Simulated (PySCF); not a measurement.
Species: C5H11P.
Z-matrix (Å and degrees, PBE0-D3(BJ)/def2-SVP geometry), rows numbered from 1:
```
C 
P   1  1.8495
C   2  1.8491  1   99.70
C   2  1.8294  1   99.72  3  -101.53
C   4  1.5058  2  118.67  1   -94.82
C   5  1.4935  4   60.28  2  -107.95
H   1  1.0999  2  109.16  3   171.56
H   1  1.1024  2  112.53  3    50.62
H   1  1.1007  2  109.55  3   -70.57
H   3  1.1006  2  109.71  1    72.03
H   3  1.1004  2  109.05  1  -170.09
H   3  1.1022  2  112.57  1   -49.29
H   4  1.0983  2  116.08  1    51.02
H   5  1.0929  4  117.77  6  -108.93
H   5  1.0944  4  117.61  6   107.79
H   6  1.0932  4  117.71  5   108.93
H   6  1.0944  4  117.64  5  -107.83
```

All values: PBE0/pcSseg-1 and PBE0/def2-SVPD (PySCF, non-relativistic), on one gas-phase PBE0-D3(BJ)/def2-SVP geometry that isn't relaxed in the solvent. The solvent is an IEF-PCM continuum (van der Waals radii × 1.2). Only the electrostatic response of the medium enters.

Gas phase at PBE0/pcSseg-1: HOMO -6.43 eV, LUMO 1.32 eV, dipole 1.26 D.

Q: What does the continuum do to the energy, the frontier levels and the dipole at PBE0/pcSseg-1 in dimethylsulfoxide?

A: 
```
          solvent      ε  E(solvent) − E(gas) (kcal/mol)  polarisation term (kcal/mol)  distortion of the solute (kcal/mol)  HOMO (eV)  LUMO (eV)  dipole (D)
dimethylsulfoxide  46.83                           -2.95                         -3.39                                 0.44      -6.57       1.35        1.85
```

Polarisation term: ½ Σ q·V over the induced surface charges. Distortion: the rise of the solute's own energy as its density leaves the gas-phase optimum.

Q: Which radius a makes the point-dipole formula ΔE = −[(ε − 1)/(2ε + 1)]·μ²/a³ give the value in dimethylsulfoxide, with the gas-phase dipole?

A: μ = 0.495 au and |ΔE| = 0.00469 Eh give a = 1.55 Å; the farthest nucleus lies 3.04 Å from the centroid of the nuclei, so such a sphere wouldn't even hold the nuclei. The formula assumes a rigid point dipole at the centre of a sphere.

Q: Which ESP-fitted charges (PBE0/pcSseg-1) respond most in dimethylsulfoxide (means over atoms taken as equivalent)?

A: 
```tsv
atoms	environment	gas (e)	solvent (e)	change
P2	phosphine phosphorus	-0.167	-0.254	-0.087
C4	sp3 carbon bound to phosphorus	+0.171	+0.205	+0.034
C5/C6	three-membered-ring carbon	-0.342	-0.365	-0.023
H13	methine hydrogen	+0.083	+0.096	+0.013
H14/H16	methylene hydrogen	+0.136	+0.147	+0.011
H7 (×6)	methyl hydrogen	+0.137	+0.145	+0.008
H15/H17	methylene hydrogen	+0.152	+0.157	+0.005
C1/C3	sp3 carbon bound to phosphorus	-0.402	-0.399	+0.003
```

Gas phase at PBE0/def2-SVPD: HOMO -6.39 eV, LUMO 0.84 eV, dipole 1.31 D.

Q: What does the continuum do to the energy, the frontier levels and the dipole at PBE0/def2-SVPD in dimethylsulfoxide?

A: 
| solvent | ε | E(solvent) − E(gas) (kcal/mol) | polarisation term (kcal/mol) | distortion of the solute (kcal/mol) | HOMO (eV) | LUMO (eV) | dipole (D) |
| --- | --- | --- | --- | --- | --- | --- | --- |
| dimethylsulfoxide | 46.83 | -3.02 | -3.65 | 0.63 | -6.53 | 0.99 | 2.05 |

The atom shares or the degeneracy of the LUMO differ from the gas phase in dimethylsulfoxide, so that column needn't follow one orbital.

Q: How does the static polarisability (PBE0/def2-SVPD, frozen core, with the continuum's full static response) change?

A: 
| medium | isotropic (au) | principal values (au) | ⟨r²⟩ of the electrons (bohr²) |
| --- | --- | --- | --- |
| gas | 86.8 | 74.4, 87.2, 98.7 | 840.0 |
| dimethylsulfoxide | 122.6 | 111.8, 123.2, 132.6 | 839.4 |

The isotropic value in dimethylsulfoxide is 1.41 times the gas-phase one; no cavity-field correction is applied. ⟨r²⟩ is taken about the centre of nuclear charge.
